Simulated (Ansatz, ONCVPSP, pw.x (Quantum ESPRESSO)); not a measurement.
What a changed setting does to a pw.x run (bcc W)

Potential: optimised norm-conserving Vanderbilt (ONCV), ONCVPSP 4.0.1.1 (patched build), PBEsol; core [Kr] 4d10 4f14, reference 5s2 5p6 5d4 6s2; waves: 5s+6s: rc 1.80 bohr, ncon 4, nbas 7, qcut 8.3 1/bohr, 2 projectors; 5p: rc 1.80 bohr, ncon 3, nbas 6, qcut 9.7 1/bohr, 2 projectors, debl 2.7 Ha; 5d: rc 2.35 bohr, ncon 4, nbas 9, qcut 6.9 1/bohr, 3 projectors, debl 1.8 Ha; local part: polynomial inside 1.70 bohr (lpopt 5, dvloc0 1 Ha); core correction: polynomial model core, fcfact 0.55.

The reference run (k-mesh 15³, cutoffs 65/260 Ry, Fermi–Dirac 0.01 Ry, mixing_beta 0.4, conv_thr 1e-9, no spin) gives -2.86 GPa at 15.687 Å³/atom, where all-electron LAPW gives 0.22 GPa. This run, with its own iteration cap, changes degauss to 0, a wrong or extreme entry chosen on purpose.

```
&control
  calculation='scf', prefix='x', pseudo_dir='./', outdir='./tmp', tstress=.true., disk_io='none'
/
&system
  ibrav=0, nat=1, ntyp=1, ecutwfc=65, ecutrho=260, nbnd=15,
  occupations='smearing', smearing='fd', degauss=0
/
&electrons
  conv_thr=1e-09, mixing_beta=0.4, electron_maxstep=70
/
ATOMIC_SPECIES
W 1.0 W.UPF
CELL_PARAMETERS angstrom
  -1.57698163 1.57698163 1.57698163
  1.57698163 -1.57698163 1.57698163
  1.57698163 1.57698163 -1.57698163
ATOMIC_POSITIONS crystal
W 0.0000 0.0000 0.0000
K_POINTS automatic
15 15 15 0 0 0
```

```bash
pw.x < W.scf.in > W.scf.out
```

How does the run end?

It stops with "set_occupations: smearing requires a value for gaussian broadening (degauss)".

```
Error in routine  set_occupations (1):
      smearing requires a value for gaussian broadening (degauss)
```
